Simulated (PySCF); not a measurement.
## TDDFT excited states: P2H4

P₂H₄.
Structure used (PBE0-D3(BJ)/def2-SVP), in Å, numbered top down from 1:
```
atom  x, y, z in Å
P1     0.5209    0.9413   -0.3438
P2    -0.5419   -0.9328    0.2900
H3     1.3605    0.9571    0.8137
H4     1.5000    0.2337   -1.1099
H5    -1.4137   -0.9289   -0.8440
H6    -1.4922   -0.2237    1.0900
```

Method used: TDDFT wB97X-D/def2-SVPD, vertical, gas phase, core orbitals frozen in the response (PySCF 2.14.0, density-fitted response routines).

Q: What does the calculation give for the low-lying excited states?

A: 

```tsv
state	E (eV)	ν̃ (cm⁻¹)	f	|μ| (D)	symmetry	main configurations (H = HOMO, L = LUMO)
S1	5.76	46500	0.223	3.19	Bu	H→L (94%)
S2	6.08	49060	0.0001	0.06	–	H→L+1 (98%)
S3	6.40	51620	0.0001	0.05	–	H→L+2 (98%)
S4	6.45	52000	0.027	1.05	Au	H→L+3 (97%)
S5	7.70	62140	0.097	1.82	Bu	H→L+4 (80%), H-1→L+1 (12%)
S6	7.74	62460	0.0000	0.02	–	H-1→L (84%), H→L+5 (11%)
```

The lowest singlet lies at 5.76 eV (215 nm, ultraviolet) and is strong; its leading configuration is HOMO→LUMO (94%). The lowest level is also the most intense of those listed (f = 0.223). Löwdin shares by element: HOMO phosphorus 84%, hydrogen 8% or more; LUMO phosphorus 81%, hydrogen 9% or more. Of the 6 states listed, 3 reach f = 0.01 and 3 stay under 0.0005. The listed states span 1.98 eV, and the widest gap between neighbours is 1.26 eV (S4 to S5). Weighted by f, the mean energy of these states is 6.36 eV. Symmetry labels in C2h follow from the direction of the transition dipole and are given only for states with f of 0.002 or more. Only the lowest 6 singlets were computed, as vertical energies without vibronic structure.

One conformer stands for the species.
